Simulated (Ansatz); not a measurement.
A run of Ansatz (development build ahead of 0.2.0) on singlet CH₃NO at this shape:

```yaml
atoms:
  - { symbol: C, position_ang: [-0.0402, -0.4599, -0.0764] }
  - { symbol: O, position_ang: [-0.0324, -0.4624, 1.1760] }
  - { symbol: N, position_ang: [0.0386, 0.6740, -0.8970] }
  - { symbol: H, position_ang: [0.0677, -1.3428, -0.6743] }
  - { symbol: H, position_ang: [0.0033, 0.5588, -1.8695] }
  - { symbol: H, position_ang: [-0.0779, 1.6167, -0.3903] }
```

Its results:

* Converged: yes
* Reference energy: -168.84122 hartree
* Correlation energy: -0.33049 hartree
* Total energy: -169.17171 hartree
* Spin squared of the determinant: 0.000

**Question.** Which input gives this output? Name the method, the orbitals and the basis set, and write the input.

**Answer.** RHF-MP2 in 6-31G. An unrestricted run that stays on the closed shell gives the same numbers.

```yaml
crystal:
  periodic: [false, false, false]
  atoms:
    - { symbol: C, position_ang: [-0.04022, -0.45993, -0.07635] }
    - { symbol: O, position_ang: [-0.03238, -0.4624, 1.17599] }
    - { symbol: "N", position_ang: [0.03859, 0.67397, -0.89699] }
    - { symbol: H, position_ang: [0.06773, -1.3428, -0.67433] }
    - { symbol: H, position_ang: [0.00326, 0.55881, -1.86953] }
    - { symbol: H, position_ang: [-0.07785, 1.61673, -0.39031] }
basis:
  gaussian: { orbitals: "6-31G" }
hamiltonian:
  xc: hf
correlation:
  method: mp2
  frozen_orbitals: { C: 1, H: 0, "N": 1, O: 1 }
```
